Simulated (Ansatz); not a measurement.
# BH₂+ (singlet): from Hartree-Fock to the top rungs at distance B1–H2 = 1.273 Å, cc-pVQZ

One table from this session's results is given with a row withheld; the runs are named, their logs left out.

Program: Ansatz 0.2.0, Gaussian basis. Level of theory: cc-pVQZ, core rule «outside noble gas», up to 1 orbitals frozen. These are calculated values, not measurements.

The runs, in order: UHF; CCSD(T) on RHF; BCCD(T) on RHF; CCSDT(Q) on RHF; CASSCF and MRCISD+Q, 4 electrons in 6 orbitals; CASSCF and NEVPT2, 4 electrons in 6 orbitals; Full CI.

### The geometry

The geometry derives from a PBE0/def2-TZVP stationary point (not a proven minimum). One bond is set to the value named and the two fragments are kept rigid.

3 atoms, charge 1, spin multiplicity 1.

Atoms are counted from 1 here; the program's logs count them from 0.

Bond lengths: B1–H2 1.273 Å, B1–H3 1.179 Å. Angles: H2–B1–H3 180.0°.

The first run:

in.yaml reads:

```yaml
crystal:
  periodic: [false, false, false]
  atoms:
    - {symbol: B, position_ang: [0.000000, 0.000000, 0.031273]}
    - {symbol: H, position_ang: [0.000000, 0.000000, -1.241727]}
    - {symbol: H, position_ang: [0.000000, 0.000000, 1.210454]}
basis:
  gaussian: {orbitals: cc-pVQZ}
total_charge: 1
magnetization: {spin_polarized: true, initial_magnetization: 0}
hamiltonian: {xc: hf}
output: {orbitals: {seedname: orbitals}}
```

Run with:

```bash
$ ansatz run in.yaml --threads 1 --pin off --events-out ev --progress --plain --max-ram 4096MiB --backend cpu
```

Among the steps run: UHF; CCSD(T) on RHF; BCCD(T) on RHF; CCSDT(Q) on RHF; CASSCF and MRCISD+Q, 4 electrons in 6 orbitals; CASSCF and NEVPT2, 4 electrons in 6 orbitals; Full CI.

One of the session's tables, all rows but one given; the rest of the session is left out.

```
          method  from FCI (meV)
             RHF         +2475.2
            RMP2          +473.3
           RCCSD           +37.5
        RCCSD(T)               ?
         BCCD(T)            +7.6
          RCCSDT            +0.7
       RCCSDT(Q)            +0.2
  CASSCF valence         +1142.3
  NEVPT2 valence          +363.8
  MRCISD valence           +41.3
MRCISD+Q valence           +21.3
             FCI               0
```

Q: Estimate the row for RCCSD(T) from the others.

The run gave: from FCI (meV): +7.7. In the column «from FCI (meV)» it lies between BCCD(T) (+7.6) and MRCISD+Q valence (+21.3).
